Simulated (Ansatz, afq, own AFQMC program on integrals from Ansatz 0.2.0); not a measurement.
Integrals from Ansatz 0.2.0, then the random walk in our own AFQMC program (afq).

```yaml
crystal:
  periodic: [false, false, false]
  atoms:
    - {symbol: Ti, position_ang: [0.000000, 0.000000, 0.000000]}
basis:
  gaussian: {orbitals: def2-SVP}
magnetization: {spin_polarized: true, initial_magnetization: 2}
correlation: {method: ccsd_t, electrons: outside_noble_gas, hamiltonian_folder: ham}
```

```sh
$ ansatz run in.yaml --threads 1 --pin off --events-out ev --progress --plain --max-ram 24576MiB --backend cuda --devices 0, --max-vram 18GiB
```

Options of the walk:

```
--method free --trial cisd --walkers 4000 --time-step 0.03 --max-blocks 4000 --target-error 0.00014 --factor-cut 1e-05 --seed 4407 --times 0,0.3,0.6,1.2,1.8,2.4,3.6,4.8,6 --taylor-order 8
```

Times are imaginary, in 1/Eh. The walk had a cap of 61 s.

```
orbitals 22  electrons 3 1  factors 175 of 236
reference energy -848.28729243 Eh
CCSD correlation -0.04040656 Eh in 12 cycles, weight of the determinant in the CISD state 0.9258
repeat  energy at the last time / Eh  error
    10  -848.328900  0.000013
    20  -848.328899  0.000011
    30  -848.328897  0.000008
time / (1/Eh)  energy / Eh  error  mean overlap
  0.00  -848.327692  0.000001  1.0801
  0.30  -848.328126  0.000003  1.0796
  0.60  -848.328362  0.000004  1.0793
  1.20  -848.328579  0.000003  1.0807
  1.80  -848.328680  0.000005  1.0815
  2.40  -848.328744  0.000004  1.0822
  3.60  -848.328815  0.000005  1.0850
  4.80  -848.328861  0.000007  1.0851
  6.00  -848.328893  0.000009  1.0859
energy -848.328893 +/- 0.000009 Eh
```

(1) Estimate how long the walk took on 1 × NVIDIA H100 80GB HBM3 with 2 threads of AMD EPYC 7R13 Processor (Zen 3), with other jobs on the host (the card was shared).

The run passed its tests (error under three times the target), which doesn't prove that it has relaxed.

Against this walk (error 0.2 meV) on the same determinant: CCSD(T) 10.6 meV higher, CCSDT(Q) 1.4 meV lower, full CI 1.6 meV lower. The error is statistical, and a free projection of finite length keeps a remainder of its start.

Cautions: remainder of the start not in the error; no relativity below Rb; outer-core shells of the metal frozen.

Results:

(1) 17 s of wall time.

CCSDT and higher add their correlation energy to the determinant of the CCSD(T) run, since their own runs factorise the integrals more tightly (a shift of under 2 meV). A walk keeps the symmetry of its determinant, which the program's search chose and which needn't be the lowest solution, so a lower state of the same spin and another symmetry isn't excluded.
